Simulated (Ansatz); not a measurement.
A made-up structure of C2H5N, singlet:

C1  (-0.710, 0.749, -0.789)
N2  (0.446, 0.313, -0.558)
C3  (0.624, -0.564, 0.568)
H4  (1.192, 0.272, -1.253)
H5  (-0.873, 1.414, -1.637)
H6  (-0.303, -0.759, 1.128)
H7  (1.036, -1.514, 0.218)
H8  (1.365, -0.131, 1.245)
(Å)

It is relaxed with PBE-D4/def2-SVP and then PBE0-D4/def2-TZVP (Ansatz 0.2.0). Atoms count as bonded within 1.22 times the sum of their covalent radii (H–H: 0.88 Å). The end point is not checked to be a true minimum.

Task: Does its bonding change? (Judge from chemistry; the calculation decides.)

Result: Computed: No: no bond forms or breaks.

Where it ends: The first stage lowers the energy by 0.44 eV in 7 steps. It ends as C₂H₅N ([CH][NH][CH3]):
C1  (-0.820, 0.764, -0.776)
N2  (0.356, 0.258, -0.563)
C3  (0.654, -0.597, 0.570)
H4  (1.159, 0.421, -1.171)
H5  (-0.740, 1.365, -1.703)
H6  (-0.264, -0.706, 1.143)
H7  (0.999, -1.577, 0.229)
H8  (1.432, -0.148, 1.193)
(Å)

Labels in which every atom is bracketed show which atoms are joined, not bond orders.

For scale, one of the runs: PBE0-D4/def2-TZVP relaxation, 123 basis functions, launched by `ansatz run in.yaml --threads 2 --pin off --events-out ev --progress --plain --max-ram 4352MiB`. The run took about 13 s on 2 CPU threads of an Arm Neoverse V2 (shared host).
